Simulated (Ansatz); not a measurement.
C₂H₄N+, SMILES `CC#[NH+]`, 7 atoms. Charge 1, multiplicity 1. Hardware: A = 2 threads of a server CPU on a shared host; B = 2 threads of an AMD EPYC 7R13 on a shared host and a share of an NVIDIA H100 80 GB. Correlated methods freeze the cores.

**Question.** Give the basis size and wall time and peak host memory of each of these runs in Ansatz. RKS ωB97X-V/def2-TZVPP energy [A]; RKS PBE-QIDH (frozen core)/def2-TZVPP energy [A]; RKS ωB97M-V/def2-TZVPP energy and forces [A]; RHF-CCSD(T)/def2-QZVPP energy [B]; RKS PBE0-D4/def2-TZVP relaxation (5 steps) [A]; RHF-CCSD(T)/def2-SVP energy [A]; RHF-CCSD(T)/cc-pV(D+d)Z energy [A]; RKS PBE0-D4/def2-TZVP frequencies [A]; RKS PBE-D4/def2-TZVPP energy and forces [A]; RKS ωB97M-V/def2-SVP energy [A]; direct RPA on PBE orbitals/def2-TZVPP energy [A]; RKS PBE0-D4/def2-SVP energy [A]. (An estimate is asked.)

**Answer.** Computed: Other jobs shared the machine, so times are rough.

```
                                level                       job  functions  wall time  peak host memory (GiB)
                 RKS PBE0-D4/def2-SVP                energy [A]         62     0.97 s                    0.31
              RHF-CCSD(T)/cc-pV(D+d)Z                energy [A]         62      1.3 s                    0.31
                 RHF-CCSD(T)/def2-SVP                energy [A]         62      1.3 s                    0.31
                RKS PBE-D4/def2-TZVPP     energy and forces [A]        149      1.8 s                    0.16
                 RKS ωB97M-V/def2-SVP                energy [A]         62      2.1 s                    0.31
direct RPA on PBE orbitals/def2-TZVPP                energy [A]        149      2.3 s                    0.31
RKS PBE-QIDH (frozen core)/def2-TZVPP                energy [A]        149      2.7 s                    0.31
               RKS ωB97X-V/def2-TZVPP                energy [A]        149      3.7 s                    0.31
               RKS ωB97M-V/def2-TZVPP     energy and forces [A]        149      4.8 s                    0.31
               RHF-CCSD(T)/def2-QZVPP                energy [B]        291      4.8 s                    0.83
                RKS PBE0-D4/def2-TZVP  relaxation (5 steps) [A]        117       10 s                    0.21
                RKS PBE0-D4/def2-TZVP           frequencies [A]        117       57 s                    0.31
```
